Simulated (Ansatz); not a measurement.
`[SiH2]C[SiH3]` radical from Hartree–Fock to CCSD(T)

```xyz
10

Si    1.322   -0.049    1.166
C    -0.364   -0.409    0.431
Si   -0.763    0.613   -1.088
H     2.410   -0.379    0.204
H     1.547   -0.769    2.451
H    -0.415   -1.473    0.168
H    -1.130   -0.227    1.192
H     0.292    0.429   -2.120
H    -0.829    2.055   -0.730
H    -2.070    0.209   -1.673
```

Total charge 0; spin multiplicity 2. The geometry is a stationary point of PBE0-D4/def2-TZVP. Frozen core, unrestricted reference, Ansatz. CBS rows extrapolate triple and quadruple zeta; past MP2 they add the triple-zeta difference.

| basis | HF (Eh) | MP2 corr. |
| --- | --- | --- |
| def2-SVP | -619.55765 | -0.33392 |
| def2-TZVPP | -619.80728 | -0.41483 |
| def2-QZVPP | -619.82732 | -0.44279 |

Q: Estimate the CCSD correlation energy and the (T) correction in each basis where they were run (hartree).

A: 
```tsv
basis	CCSD corr.	(T)
def2-SVP	-0.38947	-0.01042
def2-TZVPP	-0.46838	-0.01664
CBS(def2)	-0.51706	as TZ
```
